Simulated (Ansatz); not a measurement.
**SiH₂F− (SMILES F[SiH2-]): one structure at several levels**

A test off equilibrium: a structure displaced at random from a GFN2-xTB minimum is computed at several levels, and each is set against CCSD(T).

Method: single points in def2-TZVPPD; program: Ansatz 0.2.0, Gaussian basis.

Cores are frozen in the correlated methods. B3LYP uses VWN-RPA correlation.

## Step 1: Starting geometry

4 atoms, charge -1, spin multiplicity 1.

Atoms are counted from 1 here; the program's logs count them from 0.

Bond lengths: F1–Si2 1.576 Å, Si2–H3 1.655 Å, Si2–H4 1.646 Å. Angles: F1–Si2–H3 92.0°, F1–Si2–H4 105.5°, H3–Si2–H4 97.8°.

As a file:

```
F     1.1498    0.6728   -0.3554
Si   -0.0116   -0.3899   -0.4191
H    -1.1687    0.7789   -0.2371
H    -0.1028   -1.0317    1.0939
```

## Step 2: CCSD(T)/def2-TZVPPD

Contents of run/in.yaml:

```yaml
crystal:
  periodic: [false, false, false]
  atoms:
    - {symbol: F, position_ang: [1.149800, 0.672800, -0.355400]}
    - {symbol: Si, position_ang: [-0.011600, -0.389900, -0.419100]}
    - {symbol: H, position_ang: [-1.168700, 0.778900, -0.237100]}
    - {symbol: H, position_ang: [-0.102800, -1.031700, 1.093900]}
basis:
  gaussian: {orbitals: "def2-TZVPPD.json"}
total_charge: -1
correlation: {method: ccsd_t}
output: {forces: true}
```

The basis file named in the input lies beside it (Basis Set Exchange, JSON).

No record of the launch command was kept for these runs.

## Step 3: PBE0-D4/def2-TZVPPD

Edit run/in.yaml of step 2 so:

```diff
@@ -10,3 +10,3 @@
 total_charge: -1
-correlation: {method: ccsd_t}
-output: {forces: true}
+hamiltonian: {xc: pbe0, dispersion: d4}
+output: {forces: true, orbitals: {seedname: orbitals}}
```

## Step 4: wB97M-V/def2-TZVPPD

Edit run/in.yaml of step 3 so:

```diff
@@ -10,3 +10,3 @@
 total_charge: -1
-hamiltonian: {xc: pbe0, dispersion: d4}
-output: {forces: true, orbitals: {seedname: orbitals}}
+hamiltonian: {xc: {name: wB97M-V}}
+output: {forces: true}
```

## Step 5: r2SCAN-D4/def2-TZVPPD

Edit run/in.yaml of step 4 so:

```diff
@@ -10,3 +10,3 @@
 total_charge: -1
-hamiltonian: {xc: {name: wB97M-V}}
+hamiltonian: {xc: r2scan, dispersion: d4}
 output: {forces: true}
```

## Step 6: PBE-D4/def2-TZVPPD

Edit run/in.yaml of step 5 so:

```diff
@@ -10,3 +10,3 @@
 total_charge: -1
-hamiltonian: {xc: r2scan, dispersion: d4}
+hamiltonian: {xc: pbe, dispersion: d4}
 output: {forces: true}
```

## Step 7: wB97X-V/def2-TZVPPD

Edit run/in.yaml of step 6 so:

```diff
@@ -10,3 +10,3 @@
 total_charge: -1
-hamiltonian: {xc: pbe, dispersion: d4}
+hamiltonian: {xc: {name: wB97X-V}}
 output: {forces: true}
```

## Step 8: B3LYP-D4/def2-TZVPPD

Edit run/in.yaml of step 7 so:

```diff
@@ -10,3 +10,3 @@
 total_charge: -1
-hamiltonian: {xc: {name: wB97X-V}}
+hamiltonian: {xc: {name: B3LYP}, dispersion: d4}
 output: {forces: true}
```

(Steps that only read results are left out.)

**Question.** What will these runs give? Wanted: RMS force component; RMS force error; HOMO and LUMO, PBE0-D4; T1 diagnostic.

The runs gave:

| quantity | value |
| --- | --- |
| RMS force component | 1.432 to 1.612 eV/Å over the methods |
| RMS force error | PBE0-D4 0.078, wB97M-V 0.029, r2SCAN-D4 0.081, PBE-D4 0.210, wB97X-V 0.019, B3LYP-D4 0.061 eV/Å |
| HOMO and LUMO, PBE0-D4 | 0.44 and 4.52 eV |
| T1 diagnostic | 0.013 |

On forces the order runs from wB97X-V to PBE-D4. Frozen-core CCSD(T) forces in triple zeta carry basis errors of their own, and this is one geometry, so small gaps rank nothing.
